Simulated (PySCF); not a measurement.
# doublet C2H6O2S+ at 3 levels

Wanted: a comparison of 3 runs (UPBE/6-31G*, UPBE0/6-31G*, UCCSD(T)/6-31G*) of doublet C2H6O2S+. 

The calculation is run with PySCF 2.14.0.

## 1. The molecule

C2H6O2S+ has 11 atoms, charge +1, and is taken as a doublet. SMILES of the parent species: `CS(C)(=O)=O`. Geometry: relaxed at PBE0-D4/def2-TZVP. That shape belongs to the parent species and isn't relaxed for this state.

Bond lengths: C1–S2 1.771 Å, S2–C3 1.771 Å, S2–O4 1.437 Å, S2–O5 1.437 Å, C1–H6 1.089 Å, C1–H7 1.089 Å, C1–H8 1.090 Å, C3–H9 1.089 Å, C3–H10 1.090 Å, C3–H11 1.089 Å. Some angles: C1–S2–C3 103.7°, C1–S2–O4 107.9°, C1–S2–O5 107.9°, C3–S2–O4 107.9°, C3–S2–O5 107.9°, O4–S2–O5 120.2°, S2–C1–H6 109.7°, S2–C1–H7 109.7°, S2–C1–H8 105.6°, S2–C3–H9 109.7°.

## 2. A single-point energy at UPBE/6-31G(d) (spherical functions) (run 1)

The input, input.xyz:

```xyz
11
C2H6O2S
C     -1.395080     0.218240     0.226770
S      0.130930     0.378630    -0.657560
C      1.285050    -0.536410     0.325900
O     -0.013600    -0.299900    -1.915670
O      0.519040     1.761480    -0.622830
H     -1.292500     0.658370     1.217690
H     -1.678920    -0.831870     0.280330
H     -2.130180     0.774970    -0.355220
H      1.361640    -0.086370     1.314720
H      2.239660    -0.458440    -0.195310
H      0.973950    -1.578680     0.381180
```

The input, input.py:

```python
from pyscf import gto, dft

mol = gto.M(
    atom='input.xyz',
    spin=1,
    basis='6-31g*',
    charge=1,
    max_memory=1860,
    verbose=3,
)

mf = dft.UKS(mol, xc='pbe')
mf.conv_tol = 1e-10
mf.grids.level = 5
mf.kernel()
if not mf.converged:
    mf = mf.newton().run(mf.mo_coeff, mf.mo_occ)

e_tot = mf.e_tot
print('Final energy', e_tot)
```

Started as:

```console
$ OMP_NUM_THREADS=1 python input.py
```

Output:

```text
WARN: HOMO -0.497247493323586 >= LUMO -0.496276545486384

converged SCF energy = -627.571898790692  <S^2> = 0.75192851  2S+1 = 2.0019276
Final energy -627.5718987906921
```

Run time: 26 s. Hardware: 1 thread of Intel Xeon 6975P-C (Granite Rapids), shared host; peak memory 0.47 GiB.

## 3. A single-point energy at UPBE0/6-31G(d) (spherical functions) (run 2)

The input, job.py:

```python
from pyscf import gto, dft

mol = gto.M(
    atom='''
C     -2.636319     0.412414     0.428533
S      0.247422     0.715507    -1.242608
C      2.428393    -1.013668     0.615862
O     -0.025700    -0.566729    -3.620092
O      0.980843     3.328715    -1.176978
H     -2.442471     1.244139     2.301101
H     -3.172699    -1.572006     0.529747
H     -4.025457     1.464481    -0.671269
H      2.573127    -0.163216     2.484461
H      4.232344    -0.866326    -0.369082
H      1.840499    -2.983273     0.720326
''',
    max_memory=1860,
    spin=1,
    unit='bohr',
    charge=1,
    verbose=3,
    basis='6-31g*',
)

calc0 = dft.UKS(mol, xc='pbe0')
calc0.conv_tol = 1e-10
calc0.grids.level = 5
calc0.kernel()
if not calc0.converged:
    calc0 = calc0.newton().run(calc0.mo_coeff, calc0.mo_occ)

e_final = calc0.e_tot
print('E = %.10f Eh' % e_final)
```

Started as:

```console
$ OMP_NUM_THREADS=1 python job.py
```

Output:

```text
converged SCF energy = -627.601329004445  <S^2> = 0.75625425  2S+1 = 2.0062445
E = -627.6013290044 Eh
```

Wall time 32 s (1 thread of Intel Xeon 6975P-C (Granite Rapids), shared host); peak memory 0.47 GiB.

## 4. A single-point energy at UCCSD(T)/6-31G(d) (spherical functions) (run 3)

The input, start.xyz:

```xyz
11

C     -1.395080     0.218240     0.226770
S      0.130930     0.378630    -0.657560
C      1.285050    -0.536410     0.325900
O     -0.013600    -0.299900    -1.915670
O      0.519040     1.761480    -0.622830
H     -1.292500     0.658370     1.217690
H     -1.678920    -0.831870     0.280330
H     -2.130180     0.774970    -0.355220
H      1.361640    -0.086370     1.314720
H      2.239660    -0.458440    -0.195310
H      0.973950    -1.578680     0.381180
```

The input, calc.py:

```python
from pyscf import gto, cc

mol = gto.Mole()
mol.atom = 'start.xyz'
mol.basis = '6-31g*'
mol.spin = 1
mol.max_memory = 1860
mol.charge = 1
mol.verbose = 3
mol.build()

mf = mol.UHF()
mf.conv_tol = 1e-10
mf.kernel()
if not mf.converged:
    mf = mf.newton().run(mf.mo_coeff, mf.mo_occ)

mycc = cc.CCSD(mf, frozen=9)
mycc.kernel()
e_t = mycc.ccsd_t()
etot = mycc.e_tot + e_t
print(f'total energy: {etot:.8f} hartree')
```

Started as:

```console
$ OMP_NUM_THREADS=1 python calc.py
```

Output:

```text
converged SCF energy = -625.996545953388  <S^2> = 0.78868253  2S+1 = 2.0383155
E(UCCSD) = -626.7838649151071  E_corr = -0.7873189617185524
UCCSD(T) correction = -0.0280457821373223
total energy: -626.81191070 hartree
```

Wall time 91 s (1 thread of Intel Xeon 6975P-C (Granite Rapids), shared host); peak memory 1.5 GiB.

## 5. All runs side by side

```csv
run,level,integration grid,frozen core orbitals,energy (Eh),HOMO energy (eV),LUMO energy (eV),⟨S²⟩,wall time
1,UPBE/6-31G* (spherical functions),5,–,-627.571899,-13.87,-13.48,0.752,26 s
2,UPBE0/6-31G* (spherical functions),5,–,-627.601329,-15.18,-12.82,0.756,32 s
3,UCCSD(T)/6-31G* (spherical functions),–,9,-626.811911,-16.79,-9.38,0.789,91 s
```

## 6. Summary of results

```
                                                         quantity          value
                                              run 3: total energy  -626.81191 Eh
run 3: HOMO energy (Hartree–Fock orbitals) (highest over α and β)      -16.79 eV
 run 3: LUMO energy (Hartree–Fock orbitals) (lowest over α and β)       -9.38 eV
               run 3: correlation energy (9 core orbitals frozen)     -815.4 mEh
                                            run 3: (T) correction     -28.05 mEh
                         run 3: ⟨S²⟩ of the reference determinant          0.789
                                             run 3: T1 diagnostic          0.019
```

What this shows: Totals of different functionals can't be ranked against each other. All runs together took 2.5 min, the longest 91 s.
